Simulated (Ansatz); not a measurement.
Geometry optimisation, RKS BHLYP-D4/STO-3G in Ansatz 0.2.0.

The input (input.yaml):

```yaml
crystal:
  periodic: [false, false, false]
  atoms:
    - { symbol: Al, position_ang: [0.0, 0.0, 0.0] }
    - { symbol: O, position_ang: [0.0, 0.0, 1.78] }
    - { symbol: H, position_ang: [-0.9095, -0.2814, 2.1171] }
    - { symbol: Cl, position_ang: [1.9312, 0.0, -1.115] }
    - { symbol: H, position_ang: [-1.351, 0.0, -0.78] }
basis:
  gaussian: { orbitals: STO-3G }
hamiltonian:
  xc: { name: BHLYP }
  dispersion: d4
relax:
  f_tol: 0.02
  max_steps: 40
```

Command:

```bash
$ ansatz run input.yaml --threads 1 --pin off --max-ram 2048MiB --backend cpu --events-out ev --progress --plain --runs-dir out
```

Problem. Where does it end, and by what steps?

Solution. The run converged. Limits of this set-up: minimal basis. After 7 steps the energy has fallen by 0.569 eV; Cl4 moved furthest, 0.22 Å.

```json
{"step": "0", "energy less start (eV)": "0.0000", "largest force component (eV/Å)": "2.622", "accepted": "yes"}
{"step": "1", "energy less start (eV)": "-0.5164", "largest force component (eV/Å)": "1.372", "accepted": "yes"}
{"step": "2", "energy less start (eV)": "-0.5567", "largest force component (eV/Å)": "0.748", "accepted": "yes"}
{"step": "3", "energy less start (eV)": "-0.5650", "largest force component (eV/Å)": "0.445", "accepted": "yes"}
{"step": "4", "energy less start (eV)": "-0.5685", "largest force component (eV/Å)": "0.097", "accepted": "yes"}
{"step": "5", "energy less start (eV)": "-0.5692", "largest force component (eV/Å)": "0.028", "accepted": "yes"}
{"step": "6", "energy less start (eV)": "-0.5693", "largest force component (eV/Å)": "0.034", "accepted": "yes"}
{"step": "7", "energy less start (eV)": "-0.5693", "largest force component (eV/Å)": "0.003", "accepted": "yes"}
```

```xyz
5
Properties=species:S:1:pos:R:3
Al -0.045 -0.036 0.005
O 0.074 -0.118 1.671
H -0.852 -0.153 2.054
Cl 1.791 0.043 -0.952
H -1.297 -0.017 -0.777
```

The run took 8.9 s on 1 thread of Arm Neoverse V1, on a shared host, peak memory 0.11 GiB.
